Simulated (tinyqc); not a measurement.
Inside a calculation. Method: geometry optimisation on the UHF/sto-3g surface (energies and gradients from PySCF), for OH+, spin multiplicity 3. One step of it, computed by the program tinyqc.

Problem. Step 1: move. Quasi-Newton step p = -H^(-1) g (first H = 0.3 times the unit matrix); steps longer than 0.5 bohr are cut back.

positions at the start (bohr):
```
           x         y         z
1O  0.000000  0.000000  0.000000
2H  0.000000  0.000000  1.902954
```

gradient (hartree/bohr):
```
             x           y            z
1O  0.00000000  0.00000000   0.07722101
2H  0.00000000  0.00000000  -0.07722101
```

Give: positions after step 1.

Solution.

positions after step 1 (bohr):
```
         x       y        z
1O  0.0000  0.0000  -0.2574
2H  0.0000  0.0000   2.1604
```
